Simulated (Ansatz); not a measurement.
SiH2MeF (CH₅FSi). The state is a singlet with charge 0. Geometry PBE-D4/def2-TZVP, basis def2-TZVP, Ansatz.

```xyz
8

Si    0.279    0.820   -0.120
H     1.768    0.897   -0.244
H    -0.185    1.742    0.961
C    -0.292   -0.930    0.180
H     0.156   -1.321    1.106
H     0.009   -1.587   -0.649
H    -1.385   -0.977    0.282
F    -0.350    1.357   -1.516
```

| run | HOMO (eV) | LUMO (eV) |
| --- | --- | --- |
| A | -12.62 | 3.35 |
| B | -8.83 | 0.07 |
| C | -9.46 | 0.75 |
| D | -7.83 | -0.44 |
| E | -11.51 | 2.12 |
| F | -8.28 | -0.21 |

HSE06 is defined as in plane-wave codes, on full-range PBE exchange.

Task: The runs used B97M-V, HF, HSE06, PBE, r2SCAN0, ωB97M-V. Estimate which is which.

Result: A HF (100 % exact exchange); B HSE06 (range-separated); C r2SCAN0 (25 % exact exchange); D PBE (0 % exact exchange); E ωB97M-V (range-separated); F B97M-V (0 % exact exchange). Exact exchange lowers occupied and raises empty levels; among semilocal functionals meta-GGAs tend to open the gap a little, and such runs are hard to tell apart. The gap grows from 7.38 eV (PBE) to 15.98 eV (HF).
